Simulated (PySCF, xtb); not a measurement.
isobutane (C4H10), SMILES C(C)(C)C.

Harmonic wavenumbers (cm⁻¹) from GFN2-xTB (xtb) at its own minimum, in rising order: 187, 237, 237, 364, 364, 448, 862, 945, 946, 965, 1005, 1005, 1192, 1193, 1205, 1333, 1333, 1410, 1410, 1429, 1494, 1500, 1500, 1509, 1509, 1515, 2926, 3024, 3024, 3025, 3032, 3032, 3033, 3037, 3038, 3038.

What does PySCF 2.14.0 with PBE-D3(BJ)/def2-SVP give at its own minimum? (An estimate is asked for; the answer gives what the named calculation found.)

220, 263, 263, 358, 358, 422, 796, 892, 892, 917, 956, 956, 1156, 1156, 1158, 1298, 1298, 1337, 1337, 1359, 1402, 1408, 1408, 1431, 1431, 1436, 2947, 2956, 2956, 2961, 3040, 3040, 3046, 3052, 3054, 3054. Paired by order, the mean absolute difference is 46 cm⁻¹ and the zero-point energies are 81.9 and 80.1 kcal/mol.
